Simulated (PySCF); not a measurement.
hydrogen chloride (ClH), SMILES Cl.

Geometry optimised at PBE0-D3(BJ)/def2-TZVPD.

Two levels are set side by side: PBE/def2-TZVPD (PySCF) and ωB97X/def2-TZVPD (PySCF). Same geometry, gas phase. Differences are taken from unrounded values.

```
quantity                       PBE
---------------------------  -----
orbital gap (eV)              7.06
highest occupied level (eV)  -8.04
lowest empty level (eV)      -0.98
dipole moment (D)             1.08
mean polarisability (bohr³)   18.2
```

Task: These are the PBE values. What does ωB97X give? (Estimate from the structure and the level; the computed values follow.)

Result: 
```tsv
quantity	ωB97X	PBE minus ωB97X
orbital gap (eV)	13.87	-6.82
highest occupied level (eV)	-12.03	3.99
lowest empty level (eV)	1.84	-2.83
dipole moment (D)	1.14	-0.07
mean polarisability (bohr³)	17.6	0.6
```

Without exact exchange PBE keeps part of each electron's self-repulsion, which lifts occupied levels and narrows the gap. Loosely held outer electrons make PBE densities more polarisable. Differences between two approximate levels are no errors against the true value.

Rough cost on one machine, each run with all the roots and properties that it gave: ωB97X against PBE within a factor of 2.
